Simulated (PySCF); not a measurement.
**A diatomic session: AlF−**

What are the lowest state that PBE0 finds, the bond length, vibrational wavenumber and bond energy of AlF−, and how much do these hang on the method?

Program: PySCF 2.14.0. Level of theory: Al def2-SVPD, F def2-SVPD, no relativity. These are calculated values, not measurements.

2 further runs of the same task are left out: 2 set aside as unsound or not needed.

**1. Input**

A driver script around PySCF takes these settings:

| Item | Value |
| --- | --- |
| atoms | Al, F |
| charge | -1 |
| basis | Al def2-SVPD, F def2-SVPD |
| Hamiltonian | no relativity |
| basis functions | 47 |
| electrons treated | 23 |
| masses in u | 26.9815, 18.9984 |
| levels | PBE0, PBE, r²SCAN, B97-3, MN15, revPBE, HF, MP2, SCS-MP2, CCSD, CCSD(T) |
| grid | 80 radial by 434 angular points |
| occupations | held fixed by the projection of orbital angular momentum |
| dissociation limit | Al + F−, each in its ground configuration |
| starting distance in angstrom | 1.910 |
| values of 2S to try | 1, 3 |

Launch:

```
OMP_NUM_THREADS=1 python dia.py task.json out
```

After the search, every level is run at each distance in turn; below they are sorted by level.

**2. The PBE0 curve of the state that the search chose**

State followed: ²Π (doublet), unpaired electrons π ↑. The scan is laid around 1.785 Å.

Output of the SCF at 1.785 Å:

```text
******** <class 'pyscf.dft.uks_symm.SymAdaptedUKS'> ********
method = SymAdaptedUKS
initial guess = minao
damping factor = 0
level_shift factor = 0
DIIS = <class 'pyscf.scf.diis.CDIIS'>
diis_start_cycle = 1
diis_space = 10
diis_damp = 0
SCF conv_tol = 1e-09
SCF conv_tol_grad = None
SCF max_cycles = 60
direct_scf = False
max_memory 909 MB (current use 285 MB)
number electrons alpha = 12  beta = 11
XC library pyscf.dft.libxc version 7.0.0
    S. Lehtola, C. Steigemann, M. J.T. Oliveira, and M. A.L. Marques.,  SoftwareX 7, 1–5 (2018)
XC functionals = PBE0
    C. Adamo and V. Barone.,  J. Chem. Phys. 110, 6158 (1999)
    M. Ernzerhof and G. E. Scuseria.,  J. Chem. Phys. 110, 5029 (1999)
small_rho_cutoff = 0
Overwritten attributes  get_jk get_occ get_j get_k get_hcore  of <class 'pyscf.dft.uks_symm.SymAdaptedUKS'>
<class 'pyscf.dft.uks_symm.SymAdaptedUKS'> does not have attributes  refdm
Set gradient conv threshold to 3.16228e-05
init E= -341.957266381449
cycle= 1 E= -341.960276332522  delta_E= -0.00301  |g|= 0.00152  |ddm|= 0.0173
cycle= 2 E= -341.960277315536  delta_E= -9.83e-07  |g|= 0.0016  |ddm|= 0.00472
cycle= 3 E= -341.960278332229  delta_E= -1.02e-06  |g|= 0.000578  |ddm|= 0.00141
cycle= 4 E= -341.960278442256  delta_E= -1.1e-07  |g|= 7.37e-05  |ddm|= 0.000408
cycle= 5 E= -341.960278444686  delta_E= -2.43e-09  |g|= 9.24e-06  |ddm|= 0.000141
cycle= 6 E= -341.960278444776  delta_E= -9.07e-11  |g|= 2.36e-06  |ddm|= 3.92e-05
Extra cycle  E= -341.960278444786  delta_E= -9.44e-12  |g|= 1.5e-06  |ddm|= 1.15e-05
converged SCF energy = -341.960278444786  <S^2> = 0.75962443  2S+1 = 2.0096014
```

The curve and what changes along it:

```
 R (Å)  E (eV)  μ (D)  Mulliken charge of Al (e)  Mayer bond order  ⟨S²⟩  HOMO (eV)  LUMO (eV)
1.5351  0.7391   3.47                      -0.37              0.51  0.76       2.51       4.24
1.6065  0.3169   3.18                      -0.37              0.49  0.76       2.41       4.15
1.6779  0.0932   2.85                      -0.37              0.46  0.76       2.31       4.06
1.7314  0.0179   2.59                      -0.36              0.43  0.76       2.24       3.99
1.7850  0.0000   2.33                      -0.35              0.39  0.76       2.16       3.92
1.8385  0.0248   2.05                      -0.33              0.36  0.76       2.09       3.85
1.9100  0.1049   1.67                      -0.31              0.32  0.76       1.99       3.76
1.9992  0.2524   1.18                      -0.28              0.28  0.76       1.86       3.64
2.1063  0.4652   0.59                      -0.25              0.25  0.76       1.71       3.50
2.2491  0.7655  -0.22                      -0.21              0.21  0.76       1.51       3.31
```

Fit: Re = 1.778 Å, ωe = 613 cm⁻¹, ωexe = 5.10 cm⁻¹, αe = 0.00531 cm⁻¹, Be = 0.4783 cm⁻¹, De = 3.05 eV, μ = 2.36 D.

Orbitals nearest the gap at 1.785 Å:

```
spin  orbital  ε (eV)  filled               made of
   β        σ  -24.85     yes              F s 97 %
   α        σ   -6.68     yes   F p 84 %, Al s 12 %
   β        σ   -6.59     yes   F p 86 %, Al s 10 %
   α        π   -5.34     yes              F p 97 %
   α        π   -5.28     yes              F p 97 %
   β        π   -5.26     yes              F p 98 %
   β        π   -5.10     yes              F p 98 %
   α        σ   -1.56     yes  Al s 85 %, Al p 10 %
   β        σ   -0.88     yes  Al s 83 %, Al p 12 %
   α        π    2.16     yes             Al p 99 %
   α        π    3.92      no             Al p 98 %
   β        π    4.15      no             Al p 95 %
   α        σ    4.45      no             Al s 98 %
   β        σ    4.67      no             Al s 98 %
```

Polarisability there: 71.0 bohr³ along the bond, 103.3 across it.

**3. Orbitals, density and potential**

The fields below are evaluated on a grid from the run's orbitals.

Frontier orbitals at PBE0 (alpha spin), with the share of their density that lies nearest to each atom:

```
orbital  energy (eV)            lies on
 HOMO-1        -1.56  Al1 89 %; F2 11 %
   HOMO         2.16   Al1 91 %; F2 9 %
   LUMO         3.92   Al1 91 %; F2 9 %
```

ELF in a plane through or near 2 of the atoms.

Ten even steps from '0' (0.00) to '9' (0.85):
```
0000000000000000000000000000
0000011111110000000000000000
0001122333321000000000000000
0011345666532000000000000000
0012456777642000111100000000
0123578998742112344321000000
0235799973211235676542100000
1236899611110257999864310000
1347998228982169989975410000
1347997148994169474985410000
1347997148994169464985410000
1347998228982169999975410000
1236899611110257999864310000
0235799973211235676542100000
0123578998742112344321000000
0012356777642000111100000000
0011345666532000000000000000
0001122333321000000000000000
0000011111110000000000000000
0000000000000000000000000000
```
The map spans 7.0 Å across and 5.2 Å up, centred on the molecule. Atoms in the plane (x, y in Å): Al1 (-0.9, 0.0), F2 (0.9, 0.0).

log10 of the density (e/Å³) in the same plane.

Ten even steps from '0' (-4.0) to '9' (3.1):
```
0111112222221111111100000000
1111222222222221111111000000
1112222233322222222111100000
1222233333333332222221110000
1222333333333333333222111000
2222333344443333443332211000
2223334444444444444433221100
2223344445554445555543321110
2233344456765455666544322110
2233344467976556797654332110
2233344467976556797654332110
2233344456665455666544322110
2223344445554445555543321110
2223334444444444444433221100
2222333344443333443332211000
1222333333333333333222111000
1222233333333332222221110000
1112222233322222222111100000
1111222222222221111111000000
0111112222221111111100000000
```
The map spans 7.0 Å across and 5.2 Å up, centred on the molecule. Atoms in the plane (x, y in Å): Al1 (-0.9, 0.0), F2 (0.9, 0.0).

On the surface of density 0.002 e/bohr³ the electrostatic potential runs, from the 1st to the 99th percentile, from -5.87 V near F2 to -4.01 V near Al1.

The spin density lies nearest to Al1 91 %; F2 9 %.

**4. PBE**

Output of the SCF at 1.785 Å:

```text
[... 13 set-up lines left out, the same as in an earlier log ...]
max_memory 909 MB (current use 302 MB)
[... 3 set-up lines left out, the same as in an earlier log ...]
XC functionals = PBE
    J. P. Perdew, K. Burke, and M. Ernzerhof.,  Phys. Rev. Lett. 77, 3865 (1996)
    J. P. Perdew, K. Burke, and M. Ernzerhof.,  Phys. Rev. Lett. 78, 1396 (1997)
    J. P. Perdew, K. Burke, and M. Ernzerhof.,  Phys. Rev. Lett. 77, 3865 (1996)
    J. P. Perdew, K. Burke, and M. Ernzerhof.,  Phys. Rev. Lett. 78, 1396 (1997)
[... 2 set-up lines left out, the same as in an earlier log ...]
init E= -341.940188556834
cycle= 1 E= -341.940702112459  delta_E= -0.000514  |g|= 0.052  |ddm|= 0.17
cycle= 2 E= -341.93597422629  delta_E= 0.00473  |g|= 0.128  |ddm|= 0.104
cycle= 3 E= -341.94173539715  delta_E= -0.00576  |g|= 0.00376  |ddm|= 0.0694
cycle= 4 E= -341.941741342797  delta_E= -5.95e-06  |g|= 0.000406  |ddm|= 0.00325
cycle= 5 E= -341.941741459085  delta_E= -1.16e-07  |g|= 9.22e-05  |ddm|= 0.00104
cycle= 6 E= -341.941741470564  delta_E= -1.15e-08  |g|= 2.36e-05  |ddm|= 0.000427
cycle= 7 E= -341.941741471697  delta_E= -1.13e-09  |g|= 4.66e-06  |ddm|= 0.000138
cycle= 8 E= -341.941741471731  delta_E= -3.47e-11  |g|= 1.01e-06  |ddm|= 2.29e-05
Extra cycle  E= -341.94174147173  delta_E= 1.25e-12  |g|= 2.16e-06  |ddm|= 3.43e-06
converged SCF energy = -341.94174147173  <S^2> = 0.75647136  2S+1 = 2.0064609
```

Re = 1.802 Å, ωe = 580 cm⁻¹, ωexe = 5.06 cm⁻¹, αe = 0.00539 cm⁻¹, Be = 0.4656 cm⁻¹, De = 2.93 eV, μ = 2.25 D. 5.5 s of CPU time for 12 points, integrals apart.

**5. r²SCAN**

Output of the SCF at 1.785 Å:

```text
[... 17 set-up lines left out, the same as in an earlier log ...]
XC functionals = R2SCAN
    J. W. Furness, A. D. Kaplan, J. Ning, J. P. Perdew, and J. Sun.,  J. Phys. Chem. Lett. 11, 8208-8215 (2020)
    J. W. Furness, A. D. Kaplan, J. Ning, J. P. Perdew, and J. Sun.,  J. Phys. Chem. Lett. 11, 9248-9248 (2020)
    J. W. Furness, A. D. Kaplan, J. Ning, J. P. Perdew, and J. Sun.,  J. Phys. Chem. Lett. 11, 8208-8215 (2020)
    J. W. Furness, A. D. Kaplan, J. Ning, J. P. Perdew, and J. Sun.,  J. Phys. Chem. Lett. 11, 9248-9248 (2020)
[... 2 set-up lines left out, the same as in an earlier log ...]
init E= -342.098082157305
cycle= 1 E= -342.098474517469  delta_E= -0.000392  |g|= 0.00364  |ddm|= 0.112
cycle= 2 E= -342.098481453992  delta_E= -6.94e-06  |g|= 0.00617  |ddm|= 0.0219
cycle= 3 E= -342.098499094416  delta_E= -1.76e-05  |g|= 0.00105  |ddm|= 0.00558
cycle= 4 E= -342.098500471095  delta_E= -1.38e-06  |g|= 0.000373  |ddm|= 0.00462
cycle= 5 E= -342.098500771919  delta_E= -3.01e-07  |g|= 0.000158  |ddm|= 0.0028
cycle= 6 E= -342.098500795784  delta_E= -2.39e-08  |g|= 2.1e-05  |ddm|= 0.000855
cycle= 7 E= -342.098500796973  delta_E= -1.19e-09  |g|= 9.21e-06  |ddm|= 0.000271
cycle= 8 E= -342.098500797101  delta_E= -1.27e-10  |g|= 1.25e-06  |ddm|= 7.25e-05
Extra cycle  E= -342.098500797104  delta_E= -3.64e-12  |g|= 1.63e-06  |ddm|= 6.51e-06
converged SCF energy = -342.098500797104  <S^2> = 0.76523584  2S+1 = 2.0151782
```

Re = 1.775 Å, ωe = 619 cm⁻¹, ωexe = 5.04 cm⁻¹, αe = 0.00524 cm⁻¹, Be = 0.4801 cm⁻¹, De = 3.17 eV, μ = 2.50 D. 7.8 s of CPU time for 12 points, integrals apart.

**6. B97-3 (global hybrid GGA)**

The SCF at the reference distance, 1.785 Å, printed:

```text
[... 13 set-up lines left out, the same as in an earlier log ...]
max_memory 909 MB (current use 312 MB)
[... 3 set-up lines left out, the same as in an earlier log ...]
XC functionals = HYB_GGA_XC_B97_3
    T. W. Keal and D. J. Tozer.,  J. Chem. Phys. 123, 121103 (2005)
[... 2 set-up lines left out, the same as in an earlier log ...]
init E= -342.111732535937
cycle= 1 E= -342.112053274921  delta_E= -0.000321  |g|= 0.0167  |ddm|= 0.19
cycle= 2 E= -342.111913242639  delta_E= 0.00014  |g|= 0.027  |ddm|= 0.0315
cycle= 3 E= -342.112155955122  delta_E= -0.000243  |g|= 0.000761  |ddm|= 0.0146
cycle= 4 E= -342.112156723739  delta_E= -7.69e-07  |g|= 0.000264  |ddm|= 0.00377
cycle= 5 E= -342.112156850855  delta_E= -1.27e-07  |g|= 7.49e-05  |ddm|= 0.00126
cycle= 6 E= -342.112156867491  delta_E= -1.66e-08  |g|= 1.44e-05  |ddm|= 0.000589
cycle= 7 E= -342.112156868291  delta_E= -8e-10  |g|= 3.48e-06  |ddm|= 0.000111
Extra cycle  E= -342.112156868308  delta_E= -1.73e-11  |g|= 3.04e-06  |ddm|= 1.79e-05
converged SCF energy = -342.112156868308  <S^2> = 0.75537713  2S+1 = 2.0053699
```

Re = 1.783 Å, ωe = 605 cm⁻¹, ωexe = 5.22 cm⁻¹, αe = 0.00543 cm⁻¹, Be = 0.4758 cm⁻¹, De = 2.94 eV, μ = 2.33 D.

**7. MN15 (hybrid meta-GGA)**

The SCF at the reference distance, 1.785 Å, printed:

```text
[... 17 set-up lines left out, the same as in an earlier log ...]
XC functionals = MN15
    H. S. Yu, X. He, S. L. Li, and D. G. Truhlar.,  Chem. Sci. 7, 5032-5051 (2016)
    H. S. Yu, X. He, S. L. Li, and D. G. Truhlar.,  Chem. Sci. 7, 5032-5051 (2016)
[... 2 set-up lines left out, the same as in an earlier log ...]
init E= -341.939726310635
cycle= 1 E= -341.946076361315  delta_E= -0.00635  |g|= 0.0346  |ddm|= 0.607
cycle= 2 E= -341.946554874012  delta_E= -0.000479  |g|= 0.0416  |ddm|= 0.234
cycle= 3 E= -341.9472700904  delta_E= -0.000715  |g|= 0.00776  |ddm|= 0.0637
cycle= 4 E= -341.947316923521  delta_E= -4.68e-05  |g|= 0.00247  |ddm|= 0.0464
cycle= 5 E= -341.947331068142  delta_E= -1.41e-05  |g|= 0.000683  |ddm|= 0.0445
cycle= 6 E= -341.947333335649  delta_E= -2.27e-06  |g|= 0.000145  |ddm|= 0.0283
cycle= 7 E= -341.947333424895  delta_E= -8.92e-08  |g|= 3.27e-05  |ddm|= 0.00497
cycle= 8 E= -341.947333429105  delta_E= -4.21e-09  |g|= 9.47e-06  |ddm|= 0.000755
cycle= 9 E= -341.947333429401  delta_E= -2.96e-10  |g|= 2.18e-06  |ddm|= 0.000147
Extra cycle  E= -341.947333429411  delta_E= -1e-11  |g|= 1.44e-06  |ddm|= 2.47e-05
converged SCF energy = -341.947333429411  <S^2> = 0.75701425  2S+1 = 2.007002
```

Re = 1.774 Å, ωe = 625 cm⁻¹, ωexe = 5.22 cm⁻¹, αe = 0.00525 cm⁻¹, Be = 0.4806 cm⁻¹, De = 3.08 eV, μ = 2.16 D.

**8. revPBE (GGA)**

Output of the SCF at 1.785 Å:

```text
[... 13 set-up lines left out, the same as in an earlier log ...]
max_memory 909 MB (current use 313 MB)
[... 3 set-up lines left out, the same as in an earlier log ...]
XC functionals = PBE_R,PBE
    Y. Zhang and W. Yang.,  Phys. Rev. Lett. 80, 890 (1998)
[... 4 set-up lines left out, the same as in an earlier log ...]
init E= -342.084451534832
cycle= 1 E= -342.084695336006  delta_E= -0.000244  |g|= 0.0472  |ddm|= 0.142
cycle= 2 E= -342.08076259604  delta_E= 0.00393  |g|= 0.116  |ddm|= 0.0995
cycle= 3 E= -342.085573839461  delta_E= -0.00481  |g|= 0.00393  |ddm|= 0.0636
cycle= 4 E= -342.085580967501  delta_E= -7.13e-06  |g|= 0.000241  |ddm|= 0.00549
cycle= 5 E= -342.08558103284  delta_E= -6.53e-08  |g|= 5.89e-05  |ddm|= 0.0011
cycle= 6 E= -342.085581036474  delta_E= -3.63e-09  |g|= 1.96e-05  |ddm|= 0.000201
cycle= 7 E= -342.085581037233  delta_E= -7.59e-10  |g|= 5.59e-06  |ddm|= 0.000135
Extra cycle  E= -342.085581037195  delta_E= 3.79e-11  |g|= 1.35e-05  |ddm|= 1.9e-05
converged SCF energy = -342.085581037195  <S^2> = 0.7576716  2S+1 = 2.0076569
```

Re = 1.813 Å, ωe = 567 cm⁻¹, ωexe = 5.06 cm⁻¹, αe = 0.00545 cm⁻¹, Be = 0.4602 cm⁻¹, De = 2.80 eV, μ = 2.28 D. 3.6 s of CPU time for 12 points, integrals apart.

**9. UHF (mean field)**

Output of the SCF at 1.785 Å:

```text
******** <class 'pyscf.scf.uhf_symm.SymAdaptedUHF'> ********
method = SymAdaptedUHF
[... 13 set-up lines left out, the same as in an earlier log ...]
Overwritten attributes  get_jk get_occ get_j get_k get_hcore  of <class 'pyscf.scf.uhf_symm.SymAdaptedUHF'>
<class 'pyscf.scf.uhf_symm.SymAdaptedUHF'> does not have attributes  refdm
[... 1 set-up line left out, the same as in an earlier log ...]
init E= -341.230761933704
cycle= 1 E= -341.239911379876  delta_E= -0.00915  |g|= 0.0319  |ddm|= 0.209
cycle= 2 E= -341.240536342578  delta_E= -0.000625  |g|= 0.0134  |ddm|= 0.0549
cycle= 3 E= -341.240667787691  delta_E= -0.000131  |g|= 0.00646  |ddm|= 0.0209
cycle= 4 E= -341.24072502126  delta_E= -5.72e-05  |g|= 0.00197  |ddm|= 0.0223
cycle= 5 E= -341.24074527177  delta_E= -2.03e-05  |g|= 0.000995  |ddm|= 0.017
cycle= 6 E= -341.240752295877  delta_E= -7.02e-06  |g|= 0.000402  |ddm|= 0.0119
cycle= 7 E= -341.240753423164  delta_E= -1.13e-06  |g|= 0.00012  |ddm|= 0.00546
cycle= 8 E= -341.240753487306  delta_E= -6.41e-08  |g|= 2.7e-05  |ddm|= 0.0013
cycle= 9 E= -341.240753488977  delta_E= -1.67e-09  |g|= 8.46e-06  |ddm|= 0.000142
cycle= 10 E= -341.2407534892  delta_E= -2.24e-10  |g|= 2.38e-06  |ddm|= 7.45e-05
Extra cycle  E= -341.240753489215  delta_E= -1.41e-11  |g|= 1.5e-06  |ddm|= 1.84e-05
converged SCF energy = -341.240753489215  <S^2> = 0.78527185  2S+1 = 2.0349662
```

Re = 1.753 Å, ωe = 650 cm⁻¹, ωexe = 5.36 cm⁻¹, αe = 0.00531 cm⁻¹, Be = 0.4918 cm⁻¹, De = 2.99 eV, μ = 2.58 D.

**10. MP2 and coupled cluster**

Reference: UHF; core orbitals frozen: 6.

Log of the coupled-cluster run at 1.785 Å:

```text
******** <class 'pyscf.cc.uccsd.UCCSD'> ********
CC2 = 0
CCSD nocc = (np.int64(6), np.int64(5)), nmo = (41, 41)
frozen orbitals [[0, 1, 2, 3, 4, 5], [0, 1, 2, 3, 4, 5]]
max_cycle = 80
direct = 0
conv_tol = 1e-07
conv_tol_normt = 1e-05
diis_space = 8
diis_start_cycle = 0
diis_start_energy_diff = 1e+09
max_memory 909 MB (current use 426 MB)
Init t2, MP2 energy = -0.252263747114253
Init E_corr(UCCSD) = -0.252263747118081
cycle = 1  E_corr(UCCSD) = -0.253603634782853  dE = -0.00133988766  norm(t1,t2) = 0.0990564
cycle = 2  E_corr(UCCSD) = -0.263359489353764  dE = -0.00975585457  norm(t1,t2) = 0.0398903
cycle = 3  E_corr(UCCSD) = -0.263601860350735  dE = -0.000242370997  norm(t1,t2) = 0.024644
cycle = 4  E_corr(UCCSD) = -0.266293855733236  dE = -0.00269199538  norm(t1,t2) = 0.012902
cycle = 5  E_corr(UCCSD) = -0.266302558662164  dE = -8.70292893e-06  norm(t1,t2) = 0.00346264
cycle = 6  E_corr(UCCSD) = -0.266193830766624  dE = 0.000108727896  norm(t1,t2) = 0.00171495
cycle = 7  E_corr(UCCSD) = -0.2662117362405  dE = -1.79054739e-05  norm(t1,t2) = 0.000550961
cycle = 8  E_corr(UCCSD) = -0.266221260613843  dE = -9.52437334e-06  norm(t1,t2) = 0.000264392
cycle = 9  E_corr(UCCSD) = -0.266218627186542  dE = 2.6334273e-06  norm(t1,t2) = 0.000118865
cycle = 10  E_corr(UCCSD) = -0.266218919499858  dE = -2.92313316e-07  norm(t1,t2) = 4.82204e-05
cycle = 11  E_corr(UCCSD) = -0.266218741034282  dE = 1.78465576e-07  norm(t1,t2) = 2.12099e-05
cycle = 12  E_corr(UCCSD) = -0.266219262008187  dE = -5.20973905e-07  norm(t1,t2) = 8.83839e-06
cycle = 13  E_corr(UCCSD) = -0.266218926899465  dE = 3.35108722e-07  norm(t1,t2) = 3.79219e-06
cycle = 14  E_corr(UCCSD) = -0.266218873894715  dE = 5.300475e-08  norm(t1,t2) = 1.58989e-06
UCCSD converged
E(UCCSD) = -341.5069723631092  E_corr = -0.2662188738947155
UCCSD(T) correction = -0.00666499452762725
```

Correlation energy (eV) along the bond:

```
R (Å)     MP2  SCS-MP2    CCSD  CCSD(T)     T1
1.535  -6.669   -6.491     n/a      n/a    n/a
1.607  -6.732   -6.552  -7.134   -7.301  0.022
1.678  -6.789   -6.607  -7.182   -7.355  0.023
1.731  -6.828   -6.645  -7.214   -7.392  0.023
1.785  -6.864   -6.680  -7.244   -7.426  0.023
1.839  -6.898   -6.712  -7.271   -7.456  0.023
1.910  -6.937   -6.751  -7.303   -7.493  0.024
1.999  -6.979   -6.792  -7.335   -7.532  0.024
2.106  -7.020   -6.832  -7.366   -7.568  0.025
2.249  -7.057   -6.871     n/a      n/a    n/a
```

UHF-MP2: Re = 1.795 Å, ωe = 597 cm⁻¹, ωexe = 5.04 cm⁻¹, αe = 0.00527 cm⁻¹, Be = 0.4694 cm⁻¹, De = 2.82 eV.

UHF-SCS-MP2: Re = 1.794 Å, ωe = 598 cm⁻¹, ωexe = 5.10 cm⁻¹, αe = 0.00530 cm⁻¹, Be = 0.4701 cm⁻¹, De = 2.78 eV.

UHF-CCSD: Re = 1.787 Å, ωe = 610 cm⁻¹, ωexe = 5.09 cm⁻¹, αe = 0.00524 cm⁻¹, Be = 0.4736 cm⁻¹, De = 2.84 eV.

UHF-CCSD(T): Re = 1.792 Å, ωe = 602 cm⁻¹, ωexe = 5.05 cm⁻¹, αe = 0.00526 cm⁻¹, Be = 0.4709 cm⁻¹, De = 2.85 eV.

**11. All curves**

Energy (eV) from each level's lowest point:

```
R (Å)    UHF  UHF-MP2  UHF-SCS-MP2  UHF-CCSD  UHF-CCSD(T)    PBE  revPBE  r²SCAN   PBE0  B97-3   MN15
1.535  0.638    0.830        0.823       n/a          n/a  0.839   0.886   0.730  0.739  0.760  0.736
1.607  0.246    0.375        0.370     0.353        0.367  0.386   0.418   0.309  0.317  0.331  0.311
1.678  0.053    0.125        0.122     0.111        0.120  0.133   0.151   0.088  0.093  0.101  0.088
1.731  0.000    0.032        0.031     0.026        0.030  0.037   0.047   0.015  0.018  0.022  0.015
1.785  0.004    0.000        0.000     0.000        0.000  0.000   0.001   0.000  0.000  0.000  0.000
1.839  0.049    0.012        0.013     0.018        0.014  0.006   0.000   0.028  0.025  0.021  0.029
1.910  0.154    0.078        0.080     0.092        0.083  0.064   0.048   0.111  0.105  0.096  0.115
1.999  0.329    0.211        0.213     0.234        0.219  0.185   0.159   0.264  0.252  0.237  0.270
2.106  0.568    0.409        0.412     0.443        0.422  0.371   0.334   0.481  0.465  0.442  0.491
2.249  0.892    0.695        0.696       n/a          n/a  0.641   0.592   0.788  0.766  0.732  0.799
```

The whole job (state search and all levels along the bond) took 1.6 min on 1 thread of AMD EPYC 7R43 64-Core (shared host), peak memory 0.53 GiB.

**12. Results**

Lowest PBE0 solution found, without spin–orbit coupling: ²Π (doublet), unpaired electrons π ↑.

```
      level  Re (Å)  ωe (cm⁻¹)  De (eV)  μ (D)
        UHF   1.753        650     2.99   2.58
    UHF-MP2   1.795        597     2.82    n/a
UHF-SCS-MP2   1.794        598     2.78    n/a
   UHF-CCSD   1.787        610     2.84    n/a
UHF-CCSD(T)   1.792        602     2.85    n/a
        PBE   1.802        580     2.93   2.25
     revPBE   1.813        567     2.80   2.28
     r²SCAN   1.775        619     3.17   2.50
       PBE0   1.778        613     3.05   2.36
      B97-3   1.783        605     2.94   2.33
       MN15   1.774        625     3.08   2.16
```

De is counted to Al + F− in their ground configurations. A positive dipole points from Al to F; in an ion it is taken about the centre of mass and does not tell which atom is negative.

Differences from CCSD(T) in the same basis:

```
      level  Re (mÅ)  ωe (%)
        UHF      -39    +8.1
    UHF-MP2       +3    -0.7
UHF-SCS-MP2       +2    -0.6
   UHF-CCSD       -5    +1.3
        PBE      +10    -3.7
     revPBE      +21    -5.8
     r²SCAN      -17    +2.9
       PBE0      -14    +1.8
      B97-3       -9    +0.6
       MN15      -18    +4.0
```

Time per point (s) on 1 thread of AMD EPYC 7R43, shared host (CPU time, shared integrals of 0.057 s apart; correlated levels include their reference; CCSD comes with the CCSD(T) run); the times are rough: UHF 0.16, UHF-MP2 0.23, UHF-SCS-MP2 0.23, PBE 0.46, revPBE 0.3, r²SCAN 0.65, PBE0 0.8, B97-3 0.4, MN15 0.78; the reference 3.

Cheap and still within 10 mÅ and 2.5 % of CCSD(T): UHF-SCS-MP2 (0.23 s), UHF-MP2 (0.23 s), B97-3 (0.4 s), against 3 s for the dearest run.

In words: Against CCSD(T) in the same basis, the bond length is nearest at UHF-SCS-MP2 (+2 mÅ) and farthest at UHF (-39 mÅ); the wavenumber is nearest at UHF-SCS-MP2 and B97-3 (0.6 % off) and farthest at UHF (+8.1 %). Hartree–Fock falls on the short and stiff side, its usual fault. PBE gives a bond that is too long and too soft, as GGAs tend to. CCSD(T) in a basis this small is itself some way from its limit, more so than the functionals. Of the levels with a De here, UHF-SCS-MP2 gives the least (2.78 eV) and r²SCAN the most (3.17 eV).

Correlated steps freeze 6 core orbitals. With some functionals the highest level of the anion is positive, from self-interaction error or because the anion is truly unbound there; the finite basis then holds the extra electron, and no neutral molecule was run to test the binding.
